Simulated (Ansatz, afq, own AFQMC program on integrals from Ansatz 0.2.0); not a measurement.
**Where AFQMC and coupled cluster stand for BSiH2⁺, triplet**

```xyz
4

Si    0.0000    0.0000    0.6345
B     0.0000    0.0000   -1.2907
H     0.0000   -1.0258   -1.9185
H     0.0000    1.0258   -1.9185
```

Connectivity, by distances: Si–BH2.

Basis cc-pVDZ. Only valence electrons are correlated. Ansatz 0.2.0 and our own AFQMC program on the same integrals; the CISD trial comes from CCSD amplitudes, and released means the phaseless constraint is let go. Uncertainties: one standard error, sampling alone.

Determinant: UHF, the one that the program's search chose, which needn't be the lowest solution. The geometry is a PBE0/def2-TZVP stationary point of this or a neighbouring charge and spin state.

No full CI on the walks' own integrals is used here; CCSDT(Q) serves as the reference and is uncertain by about the last step of the cluster series.

Cautions: lower spins were not checked.

The T1 diagnostic is 0.0349, the weight of the determinant in the CISD state is 0.881 and the ⟨S²⟩ of the determinant is 2.013. The size of the correlated space is 8 electrons in 36 orbitals.

Reference: CCSDT(Q), correlation energy -4.410 eV. The released energy is read at 2.40 1/Eh (meV from the phaseless value at times in 1/Eh: 12 ± 8 at 0.24, 7 ± 9 at 0.51, -17 ± 10 at 0.99, -26 ± 12 at 1.62, -15 ± 13 at 2.40).

```
         level  E − E(reference) (mEh)  share of correlation (%)
            HF                  162.08                      0.00
           MP2                   41.46                     74.42
          CCSD                    6.91                     95.74
       CCSD(T)                    1.81                     98.88
         CCSDT                    0.28                     99.83
 ph-AFQMC/CISD             0.74 ± 0.30                     99.54
released AFQMC             0.19 ± 0.47                     99.88
```

A walk keeps the symmetry of its determinant, which the program's search chose and which needn't be the lowest solution, so a lower state of the same spin and another symmetry isn't excluded. Released energies are given only where the last usable release times agree within the noise; a slower fall can still hide under it.
